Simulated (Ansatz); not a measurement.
Basis-set extrapolation for C₄H₁₀S (`CCCSC`) (PBE0-D4/def2-TZVP geometry, frozen core, the Gaussian-basis code of Ansatz). Multiplicity 1, RHF reference.

```csv
,def2-TZVPP,def2-QZVPP
HF,-554.894947,-554.913904
MP2 correlation,-0.888880,-0.949101
CCSD(T) correlation,-0.990003,not run
```

Energies in hartree. Use E(X) = E(∞) + A·exp(−7.88·√X) for Hartree–Fock and E(X) = E(∞) + B·X^(−2.97) for correlation, with X = 3 and 4, and add CCSD(T) minus MP2 of the smaller set to the MP2 limit.

Question: What is the CCSD(T) energy at the basis-set limit?

Answer: HF limit: -554.913904 + (-0.018957) × 0.13774 = -554.91652. MP2 limit: -0.949101 + (-0.060221) × 0.74074 = -0.99371. Higher-order term: -0.990003 − (-0.888880) = -0.10112. Total: -556.01135 hartree, 331.9 kJ/mol below CCSD(T)/def2-TZVPP.
